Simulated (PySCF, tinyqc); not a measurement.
Inside a calculation. Method: harmonic frequencies on the RHF/sto-6g surface (energies and gradients from PySCF), for CH2, spin multiplicity 1. The lowest restricted solution is unstable here: a spin-polarised one lies 0.0267 hartree lower (PySCF). One step of it, computed by the program tinyqc.

Problem. One row of the Hessian: 3Hy. Displace 3Hy by +/-0.002 bohr; H(k, :) = (g(+) - g(-)) / (2 delta).

optimised positions (bohr):
```
            x          y          z
1C  -0.149058   0.020912  -0.305349
2H   0.039023   1.591016   1.092725
3H   0.004210  -1.661061   0.960621
```

gradient at +delta (hartree/bohr):
```
              x            y            z
1C   0.00003210  -0.00054309   0.00027333
2H   0.00000835  -0.00006198   0.00006774
3H  -0.00004045   0.00060507  -0.00034107
```

gradient at -delta (hartree/bohr):
```
              x            y            z
1C  -0.00003195   0.00053988  -0.00027198
2H  -0.00000821   0.00006414  -0.00006668
3H   0.00004016  -0.00060402   0.00033866
```

Give: row of the Hessian.

Solution.

row of the Hessian (hartree/bohr^2): 1Cx 0.01601, 1Cy -0.27074, 1Cz 0.13633, 2Hx 0.00414, 2Hy -0.03153, 2Hz 0.03360, 3Hx -0.02015, 3Hy 0.30227, 3Hz -0.16993
